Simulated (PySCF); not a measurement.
## Working out the ionisation energy of N

N [He] 2s2 2p3 (4S) → N⁺ [He] 2s2 2p2 (3P). All numbers are calculated (PySCF 2.14, scalar relativity by spin-free X2C-1e, in x2c-TZVPall (5s3p2d1f, 31 functions)). Frozen: 1s2. Energies in hartree (1 hartree = 27.21139 eV):

```tsv
part	N (lower)	N⁺ (upper)
UHF	-54.432001	-53.921524
CCSD correlation	-0.110984	-0.091635
(T)	-0.002264	-0.001571
```

Q: What does Hartree-Fock give?

A: (-53.921524) − (-54.432001) = 0.510477 hartree = 13.891 eV.

Q: What do CCSD and CCSD(T) give?

A: The CCSD correlation energies differ by 0.019349 hartree = 0.527 eV and the triples by 0.000693 hartree = 0.019 eV, so CCSD gives 14.418 eV and CCSD(T) 14.437 eV.

Measured between the centres of the two terms (NIST): 14.545 eV, so CCSD(T) (valence) is off by -0.108 eV.

What remains against the reference includes basis incompleteness, the frozen core and higher excitations.
